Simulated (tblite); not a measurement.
C5H11 (doublet state).
SMILES: `[CH2]C(C)(C)C`

Computed with GFN2-xTB (tblite): harmonic, unscaled wavenumbers at the GFN2-xTB geometry, gas phase. The method is semi-empirical: single wavenumbers can be off by several per cent or more. Open shells enter through the occupations alone, without spin polarisation, and single modes of such species can be off by tens of per cent.

Harmonic wavenumbers (cm⁻¹): 52.5, 176.5, 236.3, 240.5, 295.7, 323.9, 387.0, 418.4, 418.9, 505.2, 792.8, 909.9, 939.2, 959.6, 960.3, 987.0, 1017.6, 1051.2, 1184.3, 1252.8, 1280.4, 1387.2, 1396.6, 1401.5, 1423.7, 1484.9, 1493.0, 1495.8, 1500.8, 1504.4, 1514.0, 3019.1, 3026.4, 3029.8, 3032.4, 3036.0, 3036.9, 3040.5, 3041.0, 3041.9, 3132.2, 3173.6.

A = 4719, B = 4628, C = 4525 MHz; mass 71.086 u (most abundant isotopes); point group Cs, symmetry number 1; spin multiplicity 2.

Problem. Zero-point energy?

Solution. Half the sum of the wavenumbers: 31301 cm⁻¹ = 374.44 kJ/mol.

Problem. Entropy at 298.15 K, 1 bar (ideal gas, RRHO, classical rotation)?

Solution. Translation 162.03, rotation 107.07, vibration 75.71, spin (R ln 2) 5.76: S = 350.6 J/(mol K).

Problem. And Cp and H(298.15 K) − H(0)?

Solution. Cp = 122.19 J/(mol K), of which vibrations give 88.93 (their classical limit is 42 R = 349.2); H(298.15 K) − H(0) = 22.64 kJ/mol without the zero-point energy, 12.73 from vibrations.

Problem. Blend soft modes into free rotors: weight 1/[1 + (100 cm⁻¹/ν̃)⁴] for the oscillator and the rest for a rotor with moment μB/(μ + B), μ = h/(8π²ν), B = 10⁻⁴⁴ kg m². What vibrational entropy results?

Solution. 71.02 J/(mol K) in place of 75.71, which changes −T·S at 298.15 K by +1.40 kJ/mol.

Problem. How do the functions run with temperature in this model?

Solution. 
| T (K) | S (J/(mol K)) | Cp (J/(mol K)) | H − H(0) (kJ/mol) | G − H(0) (kJ/mol) | ln q(vib) |
| --- | --- | --- | --- | --- | --- |
| 150 | 283.6 | 77.5 | 7.83 | -34.71 | 1.52 |
| 250 | 330.4 | 107.6 | 17.11 | -65.48 | 3.15 |
| 400 | 390.8 | 153.0 | 36.67 | -119.66 | 5.75 |
| 600 | 463.1 | 204.5 | 72.68 | -205.19 | 9.28 |
| 900 | 557.0 | 258.2 | 142.67 | -358.61 | 14.45 |

q(vib) and H(0) count from the zero-point level.

Problem. What must be added to the electronic energy to get the Gibbs energy at 298.15 K and 1 bar?

Solution. ZPE + [H(298.15 K) − H(0)] − T·S = 374.44 + 22.64 − 104.52 = 292.56 kJ/mol.

Hindered rotation and anharmonicity are outside this model.
